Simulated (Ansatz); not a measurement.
`N[SiH][SiH3]` radical. Charge 0, multiplicity 2.

```csv
atom,x (Å),y (Å),z (Å)
N1,-1.229,-1.164,-0.682
Si2,0.315,-0.988,0.069
Si3,0.862,1.271,0.320
H4,-1.425,-0.731,-1.570
H5,-1.766,-2.007,-0.557
H6,0.211,-1.705,1.376
H7,-0.054,2.042,1.208
H8,0.840,1.913,-1.025
H9,2.245,1.368,0.861
```

Problem. List the harmonic frequencies (cm⁻¹, unscaled) at PBE0-D4/def2-TZVP in Ansatz. (Best estimate.)

Solution. Computed: 99, 146, 232, 377, 409, 419, 514, 604, 692, 842, 863, 905, 930, 941, 1580, 2172, 2193, 2209, 2222, 3601, 3698.

Problem. Is this a minimum?

Solution. Yes, all 21 modes are real.

Problem. Give the ideal-gas thermochemistry at 298.15 K and 1 bar (rigid rotor, harmonic oscillator; point group C1, symmetry number 1).

Solution. Zero-point energy 153.4 kJ/mol; H(298) − E = 172.8 kJ/mol; entropy 328.3 J/(mol·K), of which translation 162.9, rotation 105.1, vibration 54.6, electronic 5.8; G(298) − E = 74.9 kJ/mol. Modes under 100 cm⁻¹ are hindered rotations or soft bends, so the harmonic entropy is rough.

Problem. And at 400, 500, 600, 800 and 1000 K?

Solution. 
```
T (K)  H − E (kJ/mol)  S (J/mol/K)  G − E (kJ/mol)
  400           183.8        359.9            39.8
  500           196.0        387.2             2.4
  600           209.4        411.5           -37.6
  800           238.7        453.6          -124.2
 1000           270.7        489.2          -218.6
```

Problem. Rotational constants (cm⁻¹)?

Solution. 0.5493, 0.1106, 0.0971.
